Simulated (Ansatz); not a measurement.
Results of LDA (Ansatz, an electronic-structure program, PAW) for K₂Sn₃Sb₂S₁₀ (P2₁/c, No. 14; cell taken from a computed entry).

Run with plane-wave cutoff 520 eV, 6×4×4 k mesh (along the axes of the cell as run), Fermi–Dirac smearing 0.01 eV, scalar-relativistic PAW data made under PBE.

Cell (relaxed with PBEsol):

K2Sn3S10Sb2 is modelled in the monoclinic space group P2₁/c (No. 14), Pearson symbol mP34. Cell: a = 6.6928 Å, b = 13.0453 Å, c = 11.5653 Å, α = γ = 90.00°, β = 116.29°. K on 4e is surrounded by 5 S at 3.173–3.303 Å and 2 S at 3.643–3.668 Å. Sn1 on 2b sees 6 S at 2.546–2.602 Å (octahedral). Sn2 on 4e has 4 S at 2.409–2.530 Å and 1 S at 2.759 Å (trigonal bipyramidal). Sb on 4e is coordinated by 3 S at 2.459–2.525 Å and 2 S at 3.231–3.249 Å (no clear gap to further neighbours). S1 on 4e is surrounded by 1 Sb at 2.459 Å and 1 Sn at 2.546 Å and 2 K at 3.173–3.230 Å. S2 on 4e is coordinated by 1 Sb at 2.517 Å and 1 Sb at 3.231 Å and 1 Sn at 2.602 Å and 1 Sn at 2.759 Å and 1 K at 3.643 Å. S3 on 4e is coordinated by 1 Sn at 2.409 Å and 1 Sn at 2.587 Å and 1 Sb at 3.249 Å and 1 K at 3.292 Å and 1 K at 3.668 Å. S4 on 4e is surrounded by 1 Sn at 2.415 Å and 1 Sb at 2.525 Å and 1 K at 3.303 Å (trigonal pyramidal). 1 further independent sites are not listed. (Neighbours: up to the widest gap in distance over summed covalent radii, below 1.35, at either atom; cation-cation and far metal-metal contacts left out.)

Question: Predict the band gap, smallest direct gap on the k points sampled and direct gap at Γ.

Answer: 
band gap: 1.51 eV
smallest direct gap on the k points sampled: 1.61 eV
direct gap at Γ: 1.73 eV

Note: cell and atoms aren't relaxed at this level (largest force component 0.09 eV/Å, pressure -1.5 GPa).

Spin–orbit coupling is not included.

Computed values are for the static lattice.

Computing time: roughly 12 core-minutes.
